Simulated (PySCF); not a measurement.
## Structure revision by computed shifts

A compound C₅H₁₂O gives the data below (simulated from a calculation) and was assigned the structure `CCCOCC`.

13C{1H} NMR (computed): δ 76.7 (CH), 68.3 (CH2), 24.1 (CH3, 2C), 18.5 (CH3).

1H NMR (400 MHz, computed): δ 3.59 (q, 2H), 3.57 (sept, 1H), 1.28 (t, 3H), 1.18 (d, 6H).

- PBE0/pcSseg-1 with gauge-including orbitals
- GFN2-xTB geometry
- program: PySCF
- isolated molecule, non-relativistic, one averaged value for each set of equivalent atoms, one conformer

Referencing at the same level of theory: TMS for 1H (31.72 ppm) and 13C (186.93 ppm).

Task: Compare with the shifts computed for the proposed structure, pairing carbons in order of shift.

Result: Atoms are numbered as in `[CH3:1][CH2:2][CH2:3][O:4][CH2:5][CH3:6]`; H(Xn) means a hydrogen on atom n.

```tsv
atom	computed for proposal	given list	difference
C3	79.1	76.7	+2.4
C5	71.4	68.3	+3.1
C2	27.8	24.1	+3.7
C6	18.0	24.1	-6.1
C1	11.7	18.5	-6.8
```

The rms difference is 4.7 ppm and the largest -6.8 ppm at C1 (methyl carbon). The proposal also would give 5 carbon signals, not 4. The carbon types in order of shift don't match either: CH2, CH2, CH2, CH3, CH3 for the proposal against CH, CH2, CH3, CH3, CH3 in the data. The proposal doesn't fit.

Task: Which isomer fits?

Result: i-PrOEt (CCOC(C)C).

1. Carbon types of the structure: 1 × CH, 1 × CH2, 3 × CH3, which accounts for all hydrogens.
2. δC 76.7: sp3 CH bonded to O; pulled downfield by the heteroatom.
3. δC 68.3: sp3 CH2 bonded to O; pulled downfield by the heteroatom.
4. δC 24.1, 18.5: methyl carbon; saturated and bonded to C and H only.
5. δH 3.59: hydrogen on an sp3 CH2 bonded to O; its carbon carries O, which withdraws density.

The data come from this structure; uniqueness wasn't tested.

Shifts are as computed. Against solution values, carbons near 30 ppm lie about +3 ppm off and those near 130 ppm about +5 ppm. Of 1211 compounds with measured shifts, 218 miss one by over three times the rms of a fit or turn the order of signals round; such compounds aren't used in these exercises. No couplings were computed; multiplicities are counted from neighbouring protons, with m where these are inequivalent, close in shift, in a saturated or five-membered ring or joined by F or P, and br s for small geminal =CH2 splittings.
